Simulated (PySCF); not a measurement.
## Basis and Hamiltonian dependence of the ionisation energy of Cl

Cl [Ne] 3s2 3p5 (2P) → Cl+ [Ne] 3s2 3p4 (3P). All values are computed (PySCF 2.14, energy differences of UHF-based or UKS calculations, no spin-orbit coupling). Values in eV.

```
                                                                  basis       Hamiltonian  functions     UHF  r2SCAN    PBE0  MP2 (valence)  CCSD(T) (valence)  CCSD(T) (valence and next inner shell)
                                                             cc-pVDZ-DK     spin-free X2C         18  11.796  13.015  12.939         12.407             12.347                                     n/a
                                                                 6-31G*  non-relativistic         18  11.782     n/a  12.942         12.294             12.249                                     n/a
                                                          jorge-DZP-DKH     spin-free X2C         24  11.774  13.013     n/a         12.416             12.356                                     n/a
                                                        aug-cc-pV(D+d)Z  non-relativistic         32  11.827  13.055  12.994         12.612             12.570                                     n/a
                                                             cc-pVTZ-DK     spin-free X2C         34  11.756     n/a  12.938         12.694             12.694                                     n/a
                                                          aug-cc-pwCVDZ  non-relativistic         36  11.821  13.058  12.999         12.614             12.571                                  12.573
                                                              def2-TZVP  non-relativistic         37  11.773  13.019  12.954         12.711             12.708                                     n/a
                                                             dyall-av2z  non-relativistic         50  11.823  13.063  12.995         12.615             12.579                                     n/a
                                                            def2-TZVPPD  non-relativistic         51  11.771  13.022  12.962         12.731             12.734                                  12.741
                                                        aug-cc-pCVTZ-DK     spin-free X2C         75  11.752  12.991  12.944         12.753             12.762                                  12.774
                                                            def2-QZVPPD  non-relativistic         79  11.764  13.002  12.953         12.847             12.873                                  12.879
                                                            dyall-acv3z     spin-free X2C        113  11.746  12.979  12.937         12.754             12.763                                     n/a
aug-cc-pV(Q+d)Z with one added diffuse shell each of s, p, d, f, g type  non-relativistic        114  11.766  12.994  12.956         12.870                n/a                                     n/a
                                                          aug-cc-pwCVQZ  non-relativistic        134  11.763  12.992  12.953         12.874                n/a                                     n/a
```

Frozen in the all-electron rows: valence: [Ne]; valence and next inner shell: 1s2.

Reference for a calculation without spin-orbit coupling: 12.974 eV (measured, between term centres; NIST).
